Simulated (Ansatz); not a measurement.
**LO(Γ) frequency of zinc-blende BAs at several levels of theory**

No measured value is used here.

```
level (code)         value (cm⁻¹)  cell (Å³/atom)
-------------------  ------------  --------------
LDA (Ansatz)                  704           13.25
PBE (Ansatz)                  680           13.90
RPBE (Ansatz)                 671           14.18
PBE-D3(BJ) (Ansatz)           701           13.52
r²SCAN (Ansatz)               699           13.68
```

PBE-D3(BJ): the dispersion coefficients are held fixed in the derivatives. Each level is taken at its own relaxed cell. Cutoffs differ between the levels. Ansatz's density-functional and Hartree–Fock values are scalar-relativistic unless marked +SOC, with PAW data made under PBE.

Ansatz is an electronic-structure program.
